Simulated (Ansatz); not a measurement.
Geometry optimisation, Ansatz, RHF/cc-pVDZ.

input.yaml

```yaml
crystal:
  periodic: [false, false, false]
  atoms:
    - { symbol: B, position_ang: [0.0, 0.0, 0.0] }
    - { symbol: "N", position_ang: [1.0346, 0.0, 1.4114] }
    - { symbol: H, position_ang: [0.1576, -0.2713, 1.9414] }
    - { symbol: H, position_ang: [1.9116, 0.2713, 1.9414] }
    - { symbol: H, position_ang: [1.3899, 0.0, -0.0116] }
    - { symbol: F, position_ang: [-1.1431, 0.0, -0.66] }
basis:
  gaussian: { orbitals: cc-pVDZ }
hamiltonian:
  xc: hf
relax:
  f_tol: 0.15
  max_steps: 25
  restrain:
    - { distance: [1, 4], at: 2.26, k: 30.0 }
    - { distance: [0, 1], at: 1.55, k: 30.0 }
    - { distance: [0, 4], at: 1.19, k: 30.0 }
output:
  orbitals: {}
```

Command:

```bash
$ ansatz run input.yaml --threads 1 --pin off --max-ram 2048MiB --backend cpu --events-out ev --progress --plain --runs-dir out
```

Question: Where does it end, and by what steps?

Answer: The run converged. The restraints hold the end off the free minimum. After 6 steps the energy has fallen by 8.144 eV (the restraints' own energy left out); H5 moved furthest, 0.69 Å. The start is strongly strained (largest force component 10 eV/Å).

```
step  energy less start (eV)  largest force component (eV/Å)  accepted
   0                  0.0000                          10.381       yes
   1                 -3.0505                           7.683       yes
   2                 -5.4026                           5.856       yes
   3                 -7.6936                           3.325       yes
   4                 -8.0837                           2.065       yes
   5                 -8.1420                           2.327       yes
   6                 -8.1439                           2.793       yes
```

```xyz
6
Properties=species:S:1:pos:R:3
B 0.433 0.019 0.079
N 0.732 -0.013 1.502
H 0.028 -0.143 2.201
H 1.661 0.082 1.848
H 1.333 0.156 -0.685
F -0.835 -0.100 -0.322
```

The run took 5.7 s on 1 thread of Arm Neoverse V1, with other jobs on the host, peak memory 0.11 GiB.
